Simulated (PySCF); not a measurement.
Breaking a bond: H2, singlet.

Computed with: UKS-B3LYP = unrestricted B3LYP/cc-pVTZ in PySCF; UMP2/6-31G* = unrestricted MP2 (frozen core)/6-31G*, spherical d run with PySCF 2.14.0; RKS-wB97X-V = restricted wB97X-V/cc-pVTZ (PySCF 2.14.0); UCCSD(T) = PySCF with CCSD(T) on UHF/cc-pVTZ.

Energies relative to the lowest point of each curve near equilibrium, in eV:

```json
[
 {"R / Å": "0.64", "UKS-B3LYP": "0.241", "UMP2/6-31G*": "0.225", "RKS-wB97X-V": "0.246"},
 {"R / Å": "0.73", "UKS-B3LYP": "0.002", "UMP2/6-31G*": "0.000", "RKS-wB97X-V": "0.003"},
 {"R / Å": "0.75", "UKS-B3LYP": "0.000", "UMP2/6-31G*": "0.002", "RKS-wB97X-V": "0.000"},
 {"R / Å": "0.82", "UKS-B3LYP": "0.091", "UMP2/6-31G*": "0.108", "RKS-wB97X-V": "0.090"},
 {"R / Å": "0.86", "UKS-B3LYP": "0.195", "UMP2/6-31G*": "0.221", "RKS-wB97X-V": "0.195"},
 {"R / Å": "0.93", "UKS-B3LYP": "0.439", "UMP2/6-31G*": "0.479", "RKS-wB97X-V": "0.442"},
 {"R / Å": "1.24", "UKS-B3LYP": "1.888", "UMP2/6-31G*": "2.100", "RKS-wB97X-V": "1.933"},
 {"R / Å": "1.66", "UKS-B3LYP": "3.666", "UMP2/6-31G*": "3.581", "RKS-wB97X-V": "3.908"},
 {"R / Å": "1.85", "UKS-B3LYP": "4.115", "UMP2/6-31G*": "3.788", "RKS-wB97X-V": "4.655"},
 {"R / Å": "2.01", "UKS-B3LYP": "4.351", "UMP2/6-31G*": "3.882", "RKS-wB97X-V": "5.210"},
 {"R / Å": "2.23", "UKS-B3LYP": "4.543", "UMP2/6-31G*": "3.952", "RKS-wB97X-V": "5.871"},
 {"R / Å": "2.63", "UKS-B3LYP": "4.695", "UMP2/6-31G*": "3.998", "RKS-wB97X-V": "6.822"}
]
```

Question: Predict the corresponding UCCSD(T) column.

Answer: 0.64: 0.239; 0.73: 0.002; 0.75: 0.000; 0.82: 0.091; 0.86: 0.194; 0.93: 0.434; 1.24: 1.822; 1.66: 3.404; 1.85: 3.868; 2.01: 4.147; 2.23: 4.397; 2.63: 4.606 (eV).

The unrestricted determinant behind UKS-B3LYP is spin-contaminated at 1.66 to 3.00 Å (<S²> up to 1.0, against 0.00 for a pure singlet). The unrestricted determinant behind UMP2/6-31G*, UCCSD(T) is spin-contaminated at 1.24 to 3.00 Å (<S²> up to 1.0, against 0.00 for a pure singlet). The restricted form behind RKS-wB97X-V keeps the bonding electrons paired and can't separate into open-shell fragments.
